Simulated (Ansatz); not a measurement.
# AlN₂ (sextet): wave-function methods side by side, def2-QZVPP

An exercise on one series of results from a longer session: the logs are not shown, and one member is left open.

The runs use Ansatz 0.2.0, Gaussian basis; def2-QZVPP, core rule «outside noble gas», up to 7 orbitals frozen.

The runs, in order: UHF; ROHF; CCSD(T) on UHF.

## The geometry

The geometry is a PBE0/def2-TZVP stationary point (not a proven minimum) of the parent state, kept for this charge and spin.

3 atoms, charge 0, spin multiplicity 6.

Atoms are counted from 1 here; the program's logs count them from 0.

Bond lengths: Al1–N2 1.785 Å, N2–N3 1.137 Å. Angles: Al1–N2–N3 180.0°.

The first run:

The input, in.yaml:

```yaml
crystal:
  periodic: [false, false, false]
  atoms:
    - {symbol: Al, position_ang: [0.000000, 0.000000, 1.569200]}
    - {symbol: N, position_ang: [0.000000, 0.000000, -0.216000]}
    - {symbol: N, position_ang: [0.000000, 0.000000, -1.353200]}
basis:
  gaussian: {orbitals: "def2-QZVPP.json"}
magnetization: {spin_polarized: true, initial_magnetization: 5}
hamiltonian: {xc: hf}
output: {orbitals: {seedname: orbitals}}
```

On the command line:

```
$ ansatz run in.yaml --threads 1 --pin off --events-out ev --progress --plain --max-ram 2393MiB
```

Among the steps run: UHF; ROHF; CCSD(T) on UHF.

One of the session's tables, all rows but one given; the rest of the session is left out.

| method | from UCCSD(T) (meV) |
| --- | --- |
| ROHF | +10826.0 |
| UHF | +10404.9 |
| UMP2 | ? |
| UCCSD | +433.9 |
| UCCSD(T) | 0 |

Q: Estimate the row for UMP2 from the others.

The run gave: from UCCSD(T) (meV): +1145.9. In the column «from UCCSD(T) (meV)» it lies between UCCSD (+433.9) and UHF (+10404.9).
